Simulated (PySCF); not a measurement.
# SiN2H6: electronic excitations and core binding energies

Aim: predict the electronic excitations and core binding energies of SiN2H6 (`NN[SiH3]`).

Computed with PySCF 2.14.0, with density-fitted response routines of our own, on a single molecule in the gas phase. Atoms are numbered from 0 throughout.

### Step 1. The starting structure

9 atoms, charge 0, multiplicity 1; geometry from: GFN2-xTB.

Bonds of the start (Å): N0–N1 1.42, N1–Si2 1.72, N0–H3 1.02, N0–H4 1.02, N1–H5 1.01, Si2–H6 1.46, Si2–H7 1.47, Si2–H8 1.47.

### Step 2. Ultraviolet spectrum: B3LYP/def2-SVPD

What the job is given:

```
{"job": {"kind": "uv", "xc": "B3LYP", "basis": "def2-SVPD", "nstates": 8, "ntriplets": 3}, "charge": 0, "multiplicity": 1}
N     -1.604827    -0.095255     0.155266
N     -0.288777    -0.504303     0.514206
Si     1.138396     0.119523    -0.221652
H     -1.791684    -0.435397    -0.785182
H     -1.668624     0.922671     0.124905
H     -0.286840    -0.806006     1.477439
H      2.218638    -0.599507     0.438730
H      1.292352     1.577417    -0.077048
H      1.004927    -0.173151    -1.651845
```

With the program's defaults for keys left out, this is: TDDFT B3LYP/def2-SVPD, vertical, gas phase, core orbitals frozen in the response.

Standard output:

```text
coarse grid: 7472 points
cycle   1  E = -402.3601251053  dE =  7.516e-02  |g| = 3.451e-01  |ddm| = 3.478e+00
cycle   2  E = -402.3344623514  dE =  2.566e-02  |g| = 4.844e-01  |ddm| = 2.188e+00
cycle   3  E = -402.3879077337  dE = -5.345e-02  |g| = 5.655e-02  |ddm| = 1.202e+00
cycle   4  E = -402.3886071741  dE = -6.994e-04  |g| = 1.223e-02  |ddm| = 7.512e-02
cycle   5  E = -402.3886287395  dE = -2.157e-05  |g| = 7.209e-03  |ddm| = 3.707e-02
cycle   6  E = -402.3886392895  dE = -1.055e-05  |g| = 8.111e-04  |ddm| = 1.090e-02
cycle   7  E = -402.3886394740  dE = -1.845e-07  |g| = 1.121e-04  |ddm| = 1.541e-03
final grid: 66144 points
cycle   8  E = -402.4341028194  dE = -1.046e-05  |g| = 4.098e-03  |ddm| = 3.004e-02
cycle   9  E = -402.4340978918  dE =  4.928e-06  |g| = 6.222e-03  |ddm| = 2.316e-02
cycle  10  E = -402.4341066838  dE = -8.792e-06  |g| = 2.706e-04  |ddm| = 1.351e-02
cycle  11  E = -402.4341067005  dE = -1.666e-08  |g| = 1.088e-04  |ddm| = 4.787e-04
cycle  12  E = -402.4341067025  dE = -2.010e-09  |g| = 4.556e-05  |ddm| = 2.061e-04
cycle  13  E = -402.4341067030  dE = -4.590e-10  |g| = 5.138e-06  |ddm| = 6.075e-05
converged SCF energy = -402.4341067030

Static polarisability (au): isotropic 46.954, principal 42.335 45.008 53.518

Singlet excitations
state   eV       nm        f      main configurations
  1   5.5553    223.2   0.00156   H->L 0.99
  2   6.1500    201.6   0.00549   H-1->L 0.97
  3   6.5286    189.9   0.03016   H->L+1 0.84, H->L+2 0.13
  4   6.6700    185.9   0.00300   H->L+2 0.85, H->L+1 0.13
  5   7.0551    175.7   0.04244   H-1->L+1 0.69, H-1->L+2 0.18, H->L+4 0.09
  6   7.2216    171.7   0.00998   H->L+4 0.73, H->L+3 0.15
  7   7.3029    169.8   0.00314   H-1->L+2 0.79, H-1->L+1 0.16
  8   7.3625    168.4   0.02335   H->L+3 0.81, H->L+4 0.11

Triplet excitations (Tamm-Dancoff, eV): 5.3375 5.8887 6.2371
```

It took 5.8 s on 1 thread, shared host.

The orbitals next to the gap, with their largest atomic shares:

| orbital | eV | atoms |
| --- | --- | --- |
| HOMO−3 | -9.76 | Si2 39 %, H7 24 %, H6 22 % |
| HOMO−2 | -9.69 | Si2 39 %, H8 33 %, H6 12 % |
| HOMO−1 | -7.27 | N0 54 %, N1 22 %, H3 7 % |
| HOMO | -6.74 | N1 53 %, N0 20 %, Si2 10 % |
| LUMO | -0.07 | Si2 36 %, N0 10 %, H7 9 % |
| LUMO+1 | 0.66 | Si2 51 %, H6 12 %, H7 12 % |
| LUMO+2 | 1.01 | Si2 40 %, H4 11 %, H7 10 % |

With each of the 8 states as a Gaussian band of 0.4 eV half-width at 1/e, the curve within the window shown has maxima at 174 nm (ε 3,000) L/(mol cm). Beyond the last state computed it falls off for lack of states. The curve at chosen wavelengths:

```
 nm  ε (L/mol/cm)
162           887
166          1813
169          2480
173          2958
176          2930
180          2582
183          2286
187          1973
190          1766
194          1450
197          1179
201           825
204           600
208           378
211           266
215           173
218           132
222            99
225            82
229            65
232            53
236            38
239            28
243            18
246            12
250             7
```

Further results of this job:

| property | computed |
| --- | --- |
| dipole moment (D) | 0.80 |
| polarisability (Å³) | 6.96 |
| HOMO–LUMO gap (eV) | 6.67 |
| −ε(HOMO) (eV) | 6.74 |

### Step 3. X-ray photoelectron lines: SCAN, X2C

Settings changed since step 2:

```diff
@@ -1,2 +1,2 @@
-{"job": {"kind": "uv", "xc": "B3LYP", "basis": "def2-SVPD", "nstates": 8, "ntriplets": 3}, "charge": 0, "multiplicity": 1}
+{"job": {"kind": "xps"}, "charge": 0, "multiplicity": 1}
 N     -1.604827    -0.095255     0.155266
```

Level: delta-SCF UKS SCAN, pcX-2 on the ionised atom, pcseg-1 elsewhere, spin-free X2C.

Standard output:

```text
ground state, core basis on atom 0 (N), 107 functions
  cycle   1  E = -403.08253086  |g| = 3.98e-01
  cycle   2  E = -403.03226353  |g| = 6.07e-01
  cycle   3  E = -403.11775666  |g| = 6.73e-02
  cycle   4  E = -403.11883113  |g| = 1.40e-02
  cycle   5  E = -403.11885286  |g| = 9.57e-03
  cycle   6  E = -403.11886991  |g| = 1.62e-03
  cycle   7  E = -403.11887167  |g| = 3.14e-04
  E(ground) = -403.15402150 Eh
hole in N 1s of atom 0
  cycle   1  E = -387.51631881  |g| = 1.85e+00
  cycle   2  E = -386.43408486  |g| = 2.28e+00
  cycle   3  E = -388.10909009  |g| = 4.65e-01
  cycle   4  E = -388.17802555  |g| = 2.32e-01
  cycle   5  E = -388.19899477  |g| = 8.97e-02
  cycle   6  E = -388.20221518  |g| = 1.12e-02
  cycle   7  E = -388.20229340  |g| = 3.29e-03
  cycle   8  E = -388.20230565  |g| = 1.26e-03
  cycle   9  E = -388.20230683  |g| = 3.52e-04
  E(ion) = -388.23604985 Eh   <S^2> = 0.7690   hole on atom = 1.000   binding energy = 405.939 eV
ground state, core basis on atom 1 (N), 107 functions
  cycle   1  E = -403.12111736  |g| = 7.76e-02
  cycle   2  E = -403.12090017  |g| = 4.44e-02
  cycle   3  E = -403.12097181  |g| = 4.03e-02
  cycle   4  E = -403.12129244  |g| = 3.77e-03
  cycle   5  E = -403.12129613  |g| = 1.03e-03
  cycle   6  E = -403.12129638  |g| = 1.06e-04
  E(ground) = -403.15591450 Eh
hole in N 1s of atom 1
  cycle   1  E = -387.53513535  |g| = 1.86e+00
  cycle   2  E = -386.75543448  |g| = 2.17e+00
  cycle   3  E = -388.17130155  |g| = 4.32e-01
  cycle   4  E = -388.22430330  |g| = 1.66e-01
  cycle   5  E = -388.23481561  |g| = 5.80e-02
  cycle   6  E = -388.23630470  |g| = 6.85e-03
  cycle   7  E = -388.23633248  |g| = 2.01e-03
  cycle   8  E = -388.23633635  |g| = 7.81e-04
  cycle   9  E = -388.23633767  |g| = 2.08e-04
  E(ion) = -388.26984481 Eh   <S^2> = 0.7686   hole on atom = 1.000   binding energy = 405.071 eV
ground state, core basis on atom 2 (Si), 118 functions
  cycle   1  E = -403.20158266  |g| = 2.87e-01
  cycle   2  E = -403.20159986  |g| = 4.41e-02
  cycle   3  E = -403.20144127  |g| = 4.51e-02
  cycle   4  E = -403.20179309  |g| = 1.23e-02
  cycle   5  E = -403.20182360  |g| = 1.19e-03
  cycle   6  E = -403.20182322  |g| = 3.36e-04
  E(ground) = -403.19712370 Eh
hole in Si 1s of atom 2
  cycle   1  E = -334.27969398  |g| = 4.35e+00
  cycle   2  E = -333.93851444  |g| = 2.31e+00
  cycle   3  E = -334.63590102  |g| = 1.14e+00
  cycle   4  E = -335.28230417  |g| = 3.30e-01
  cycle   5  E = -335.31957584  |g| = 1.33e-01
  cycle   6  E = -335.32729496  |g| = 3.56e-02
  cycle   7  E = -335.32761137  |g| = 2.35e-02
  cycle   8  E = -335.32786394  |g| = 3.22e-03
  cycle   9  E = -335.32786972  |g| = 5.93e-04
  cycle  10  E = -335.32786958  |g| = 1.30e-04
  E(ion) = -335.33091251 Eh   <S^2> = 0.7522   hole on atom = 1.000   binding energy = 1846.734 eV
hole in Si 2p of atom 2
  cycle   1  E = -398.93756893  |g| = 1.23e+00
  cycle   2  E = -398.59840489  |g| = 1.25e+00
  cycle   3  E = -399.13317513  |g| = 4.80e-01
  cycle   4  E = -399.24585162  |g| = 1.14e-01
  cycle   5  E = -399.25074510  |g| = 3.65e-02
  cycle   6  E = -399.25149898  |g| = 4.56e-03
  cycle   7  E = -399.25151004  |g| = 1.92e-03
  cycle   8  E = -399.25151164  |g| = 1.03e-03
  cycle   9  E = -399.25151267  |g| = 3.36e-04
  E(ion) = -399.25813089 Eh   <S^2> = 0.7522   hole on atom = 1.002   binding energy = 107.185 eV
  2p3/2 = 106.954 eV   2p1/2 = 107.578 eV
```

It took 11 s on 1 thread, shared host.

Binding energies by hole, beside the orbital energy of the ground state; the difference holds orbital relaxation and, for a density functional, its self-interaction error:

| hole | stands for | environment | ΔSCF (eV; 2p as the shell's mean) | −ε (eV) | ⟨S²⟩ |
| --- | --- | --- | --- | --- | --- |
| N1s on N0 | N0 | nitrogen bonded to N, 2 H | 405.94 | 386.4 | 0.769 |
| N1s on N1 | N1 | nitrogen bonded to N, Si, H | 405.07 | 386.0 | 0.769 |
| Si1s on Si2 | Si2 | silicon bonded to N, 3 H | 1846.73 | 1793.3 | 0.752 |
| Si2p on Si2 | Si2 | silicon bonded to N, 3 H | 107.16 | 96.1 | 0.752 |

With the spin-orbit splitting: Si2 2p3/2 106.95, 2p1/2 107.58 eV. The table gives each 2p level as the mean over the whole 2p shell (two parts 2p3/2, one part 2p1/2), which differs a little from the single hole in the log.

### Step 4. Results

| quantity | value |
| --- | --- |
| lowest singlet (B3LYP/def2-SVPD) | 5.56 eV (223 nm), f = 0.002 |
| brightest single state of those computed | state 5, 7.06 eV, f = 0.042 |
| lowest triplet | 5.34 eV |
| N1s binding energies, SCAN/pcX-2 | N0 405.94, N1 405.07 eV |
| Si1s binding energies, SCAN/pcX-2 | Si2 1846.73 eV |
| Si2p binding energies, SCAN/pcX-2 | Si2 107.16 eV |

In words: The first singlet state (HOMO→LUMO 0.99) lies at 5.56 eV and is weak; of the 8 states computed, the strongest absorption comes from state 5 at 7.06 eV. The lowest triplet lies 0.22 eV below the lowest singlet (triplets in Tamm-Dancoff, singlets in full TDDFT). States above −ε(HOMO) lie where TDDFT describes them poorly and they hang on the basis; the brightest is among them. The N1s levels kept as sound span 0.87 eV, from N1 (nitrogen bonded to N, Si, H) up to N0 (nitrogen bonded to N, 2 H).
